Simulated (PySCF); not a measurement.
**B: ionisation energy**

B [He] 2s2 2p1 (2P) → B+ [He] 2s2 (1S), as a difference of total energies. Calculation: PySCF 2.14, in aug-cc-pwCVDZ (5s4p2d, 27 functions); no relativity, point nucleus. Correlated levels: valence: 1s2 frozen; valence and next inner shell: nothing frozen. The calculations carry no spin-orbit coupling.

```json
{"method": "UHF", "ionisation energy (eV)": "8.021", "error (eV)": "-0.276"}
{"method": "LDA", "ionisation energy (eV)": "8.621", "error (eV)": "+0.324"}
{"method": "PBE", "ionisation energy (eV)": "8.650", "error (eV)": "+0.353"}
{"method": "PBE0", "ionisation energy (eV)": "8.625", "error (eV)": "+0.328"}
{"method": "r2SCAN", "ionisation energy (eV)": "8.743", "error (eV)": "+0.446"}
{"method": "M06-2X", "ionisation energy (eV)": "8.304", "error (eV)": "+0.007"}
{"method": "HSE06", "ionisation energy (eV)": "8.631", "error (eV)": "+0.334"}
{"method": "BHandHLYP", "ionisation energy (eV)": "8.552", "error (eV)": "+0.255"}
{"method": "PBEsol", "ionisation energy (eV)": "8.533", "error (eV)": "+0.236"}
{"method": "MP2 (valence)", "ionisation energy (eV)": "8.149", "error (eV)": "-0.148"}
{"method": "SCS-MP2 (valence)", "ionisation energy (eV)": "8.108", "error (eV)": "-0.189"}
{"method": "MP2 (valence and next inner shell)", "ionisation energy (eV)": "8.152", "error (eV)": "-0.145"}
{"method": "SCS-MP2 (valence and next inner shell)", "ionisation energy (eV)": "8.107", "error (eV)": "-0.190"}
```

Reference: 8.297 eV (measured; NIST levels, between the centres of gravity of the two terms).

Errors of the correlated levels include the incompleteness of this basis and the frozen core.
